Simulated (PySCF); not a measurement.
## Protonation sites of formamide

Parent: `NC=O` (CH3NO). Numbering: `[NH2:1][CH:2]=[O:3]`

Level of theory: ωB97X-D3(BJ)/def2-TZVP single points in PySCF, grid level 2; every species was optimised with PBE0-D3(BJ)/def2-SVP. Zero-point and thermal terms (298.15 K, 1 bar) come from unscaled PBE0-D3(BJ)/def2-SVP harmonic frequencies, with soft modes damped to free rotors in the entropy.

```csv
site,product,PA / kJ/mol,GB / kJ/mol,gas share,above best in methanol / kJ/mol
O3 (amide oxygen),NC=[OH+],830,796,> 99.9 %,0.0
N1 (amide nitrogen),[NH3+]C=O,766,736,< 0.1 %,30.3
```

PA is −ΔH and GB is −ΔG of B + H⁺ → BH⁺ in the gas phase. Shares are Boltzmann weights among the listed products; an error of 10 kJ/mol changes a ratio about 56-fold. Sites whose products fell apart, merged with another or lost in a GFN2-xTB screen aren't listed. Values in solvent are IEF-PCM free energies relative to the most favourable product.

Of the listed sites O3 (amide oxygen) is favoured in the gas phase, 60 kJ/mol ahead of N1 in free energy.

In methanol the product from O3 is solvated 263 kJ/mol more strongly than the parent (electrostatics only).

Measured values (NIST Chemistry WebBook, evaluated or the median of agreeing entries): proton affinity (−ΔH) 822 kJ/mol (computed 830, difference 7); gas-phase basicity (−ΔG) 791 kJ/mol (computed 796, difference 5). These are compared with the most favourable site that keeps the skeleton.

Differences come from unrounded values, so a last digit can differ from that of the printed terms.
